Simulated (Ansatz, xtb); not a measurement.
A geometry optimisation of CH5BSi+ with r2SCAN-D4/def2-SVP

The starting geometry of this gas-phase doublet was built from a drawn formula by distance geometry; its bonds are those of `[BH+][SiH2][CH2]`.

```xyz
8

C     1.0477   -1.7879   -1.3247
B    -0.5358    0.8562   -1.7311
Si   -0.6035   -0.9824   -1.0368
H    -0.2503    1.9207   -1.5433
H    -1.0177   -0.9672    0.3591
H    -1.6776   -1.5558   -1.8788
H     1.5853   -1.9896   -0.3509
H     1.7520   -1.2283   -2.0198
```

Problem. Predict what becomes of its bonds when it is optimised with r2SCAN-D4/def2-SVP.

Solution. A new bond forms, giving a structure given below by its coordinates. Distances that change by over a tenth: B2–Si3 (1.97 → 2.28 Å). Contacts that close: C1–B2 (3.11 → 1.48 Å).

The energy falls by 2.76 eV over 17 steps:

```csv
step,E − E(last) (eV)
1,2.763
3,1.877
5,1.653
6,1.538
8,1.160
10,0.702
12,0.170
13,0.040
15,0.001
17,0.000
```

Final geometry (Å):

```csv
atom,x (Å),y (Å),z (Å)
C,0.9030,-0.9349,-1.2896
B,0.3989,0.4506,-1.4380
Si,-0.9224,-1.3411,-0.9395
H,0.1907,1.6112,-1.5941
H,-1.3791,-1.3034,0.4630
H,-1.7714,-1.7229,-2.0843
H,1.5788,-1.1008,-0.4288
H,1.3016,-1.3931,-2.2151
```

From the same start GFN2-xTB reaches the same bonding as this run.

The end wasn't checked by frequencies. Open shells are spin-unrestricted. Run with Ansatz 0.2.0, 57 s on 1 thread of Intel(R) Xeon(R) 6975P-C (Granite Rapids) (shared host).
